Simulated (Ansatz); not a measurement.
# How the elastic constant C44 of antifluorite Mg₂Sn moves with the method

No measured value is used here.

```
level (code)                   value (GPa)  cell (Å³/atom)
-----------------------------  -----------  --------------
LDA (Ansatz)                          35.0           24.65
PBE (Ansatz)                          30.8           26.39
PBE-D3(BJ) (Ansatz)                   33.8           25.20
B3LYP (VWN-RPA form) (Ansatz)         36.7           26.30
Hartree–Fock (Ansatz)                  ___           27.23
```

Question: Complete the blanks.

Answer: 
- Hartree–Fock (Ansatz, a first-principles code), value (GPa): 41.4

LDA, PBE, PBE-D3(BJ): the solid has no gap at this level, which affects its response. PBE-D3(BJ): the dispersion coefficients are held fixed in the derivatives. Each level is taken at its own relaxed cell. K meshes differ between the levels. Ansatz's density-functional and Hartree–Fock values are scalar-relativistic unless marked +SOC, with PAW data made under PBE.
